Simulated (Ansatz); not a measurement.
Telling isomers of C3H2F2O apart by their spectra

These gas-phase data were calculated for one isomer of C3H2F2O at PBE0-D3(BJ)/def2-SVP (harmonic, unscaled wavenumbers; equilibrium rotational constants with average atomic masses):

```
rotational constants            : 9, 1.909, 1.697 GHz
all wavenumbers above 1500 cm⁻¹ : 3229, 3095, 2304
```

Candidates:

(1) `O=C=CC(F)F`, a singlet
(2) `O=CC=C(F)F`, a singlet
(3) `O=C/C(F)=C\F`, a singlet

Question: Which structure fits?

Answer: Candidate (1). No mode falls between 1680 and 1980 cm⁻¹, where the C=O stretch of (2), (3) would stand.

The same quantities for all candidates:

```tsv
	rotational constants (GHz)	wavenumbers above 1500 cm⁻¹	E above the lowest, PBE0-D3(BJ)/def2-SVP (kcal/mol)
(1)	9, 1.909, 1.697	3229, 3095, 2304	0.0
(2)	10.3, 1.977, 1.659	3257, 2948, 1854, 1795	0.5
(3)	6.129, 2.713, 1.88	3240, 2985, 1859, 1773	13.4
```

Each candidate is one conformer. Programs: Ansatz 0.2.0.
